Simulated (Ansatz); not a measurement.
Results of LDA (Ansatz, a first-principles code, plane waves, PAW) for fcc Cu.

Numerical settings: plane-wave cutoff 500 eV, 34×34×34 k mesh, Fermi–Dirac smearing 0.1 eV, no spin polarisation, scalar-relativistic PAW data made under PBE.

Computed at the level's own relaxed cell.

Task: Give the computed volume per atom and lattice constant a.

Result: 
- volume per atom: 10.89 Å³/atom
- lattice constant a: 3.518 Å

Measured, for comparison: equilibrium volume per atom 11.62 Å³/atom, lattice constant a 3.595 Å (low-temperature or extrapolated to 0 K; zero-point anharmonic expansion removed; as tabulated in Csonka et al. (2009), arXiv:0903.4037). Computed (rounded) less measured: equilibrium volume per atom -6.3 %, lattice constant a -2.1 %.

Cost on a shared machine: around 50 core-seconds (rough).
